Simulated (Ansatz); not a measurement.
Relaxation of BH₇N₂ (10 atoms, charge 0, multiplicity 1), to a largest force component of 0.03 eV/Å in at most 50 steps.

These are results of RKS PBE0-D4/def2-SVP (Ansatz), not measurements.

```xyz
10
Properties=species:S:1:pos:R:3:forces:R:3
B 0.038 0.391 -0.497 0.17 -0.34 -0.24
N 0.004 0.064 2.235 -0.17 0.61 -0.33
H -0.847 -0.214 2.721 0.01 -0.01 0.01
H 0.693 0.293 2.950 -0.01 0.01 0.00
N 1.299 0.086 -1.006 -0.12 0.02 0.04
H 1.532 -0.815 -1.400 -0.02 -0.02 -0.01
H 2.091 0.709 -0.934 0.02 0.03 0.01
H -0.872 -0.397 -0.631 0.04 0.04 0.03
H -0.144 1.486 -0.041 -0.07 0.34 -0.04
H -0.219 0.951 1.744 0.16 -0.67 0.53
```

Task: Where does it end, and by what steps?

Result: It converged. The force dipped under the threshold on the way, but the program's further checks kept it going. After 23 steps the energy has fallen by 0.384 eV; H3 moved furthest, 1.25 Å. Joined: B1–N2 (2.75 → 1.68 Å).

```json
{"step": "0", "energy less start (eV)": "0.0000", "largest force component (eV/Å)": "0.672", "accepted": "yes"}
{"step": "1", "energy less start (eV)": "-0.0415", "largest force component (eV/Å)": "0.387", "accepted": "yes"}
{"step": "2", "energy less start (eV)": "-0.0460", "largest force component (eV/Å)": "0.285", "accepted": "yes"}
{"step": "3", "energy less start (eV)": "0.0970", "largest force component (eV/Å)": "1.346", "accepted": "no"}
{"step": "4", "energy less start (eV)": "-0.0583", "largest force component (eV/Å)": "0.052", "accepted": "yes"}
{"step": "5", "energy less start (eV)": "-0.0647", "largest force component (eV/Å)": "0.068", "accepted": "yes"}
{"step": "6", "energy less start (eV)": "-0.0710", "largest force component (eV/Å)": "0.446", "accepted": "yes"}
{"step": "7", "energy less start (eV)": "-0.0812", "largest force component (eV/Å)": "0.619", "accepted": "yes"}
{"step": "8", "energy less start (eV)": "-0.1022", "largest force component (eV/Å)": "0.574", "accepted": "yes"}
{"step": "9", "energy less start (eV)": "-0.1266", "largest force component (eV/Å)": "0.764", "accepted": "yes"}
{"step": "10", "energy less start (eV)": "-0.1766", "largest force component (eV/Å)": "0.678", "accepted": "yes"}
{"step": "11", "energy less start (eV)": "-0.2585", "largest force component (eV/Å)": "0.645", "accepted": "yes"}
{"step": "12", "energy less start (eV)": "-0.2259", "largest force component (eV/Å)": "1.531", "accepted": "no"}
{"step": "13", "energy less start (eV)": "-0.3039", "largest force component (eV/Å)": "0.354", "accepted": "yes"}
{"step": "14", "energy less start (eV)": "-0.3418", "largest force component (eV/Å)": "0.310", "accepted": "yes"}
{"step": "15", "energy less start (eV)": "-0.3531", "largest force component (eV/Å)": "0.286", "accepted": "yes"}
{"step": "16", "energy less start (eV)": "-0.3529", "largest force component (eV/Å)": "0.384", "accepted": "no"}
{"step": "17", "energy less start (eV)": "-0.3662", "largest force component (eV/Å)": "0.216", "accepted": "yes"}
{"step": "18", "energy less start (eV)": "-0.3717", "largest force component (eV/Å)": "0.269", "accepted": "yes"}
{"step": "19", "energy less start (eV)": "-0.3809", "largest force component (eV/Å)": "0.116", "accepted": "yes"}
{"step": "20", "energy less start (eV)": "-0.3624", "largest force component (eV/Å)": "0.427", "accepted": "no"}
{"step": "21", "energy less start (eV)": "-0.3826", "largest force component (eV/Å)": "0.052", "accepted": "yes"}
{"step": "22", "energy less start (eV)": "-0.3837", "largest force component (eV/Å)": "0.006", "accepted": "yes"}
{"step": "23", "energy less start (eV)": "-0.3839", "largest force component (eV/Å)": "0.025", "accepted": "yes"}
```

```xyz
10
Properties=species:S:1:pos:R:3
B 0.052 0.490 0.014
N -0.016 0.324 1.689
H 0.006 -0.668 1.930
H 0.812 0.754 2.104
N 1.317 -0.179 -0.401
H 1.207 -0.990 -0.998
H 2.014 0.427 -0.820
H -0.988 -0.064 -0.346
H 0.021 1.713 -0.128
H -0.851 0.748 2.098
```

The run took 21 s on 1 thread of AMD EPYC 9R45 96-Core Processor (Zen 5), with other jobs on the host, peak memory 0.15 GiB.
